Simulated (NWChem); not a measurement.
C3H4F2 (SMILES F/C=C\CF): name the method

The species is C3H4F2 (9 atoms), meant as a singlet with charge 0. As SMILES, `F/C=C\CF`. Geometry: relaxed at PBE0-D4/def2-TZVP. This is one conformer, not always the lowest.

```xyz
9

F    -1.7713    0.6962   -0.7642
C    -0.7568   -0.0838   -1.1488
C     0.2699   -0.3554   -0.3643
C     0.4395    0.1552    1.0194
F     1.6566    0.8114    1.1337
H    -0.8889   -0.4587   -2.1569
H     1.0424   -1.0013   -0.7656
H     0.4498   -0.6667    1.7427
H    -0.3526    0.8568    1.2869
```

Orbital energies are those of the mean-field step.

A calculation with NWChem 7.3.0 gave:

* total energy: -316.3567 Eh
* dipole moment: 1.82 D
* HOMO energy: -7.23 eV
* LUMO energy: 0.21 eV
* HOMO–LUMO gap: 7.44 eV
* largest force: 0.534 eV/Å

Which of these levels gave the numbers?
A. B3LYP/6-31G* (Cartesian functions)
B. CCSD(T)/6-31G* (spherical functions)
C. B3LYP/6-31G* (spherical functions)
D. HF/6-31G* (spherical functions)

C. The others give -315.5268 Eh (CCSD(T)/6-31G* (spherical functions)), -314.7625 Eh (HF/6-31G* (spherical functions)), -316.3612 Eh (B3LYP/6-31G* (Cartesian functions)).
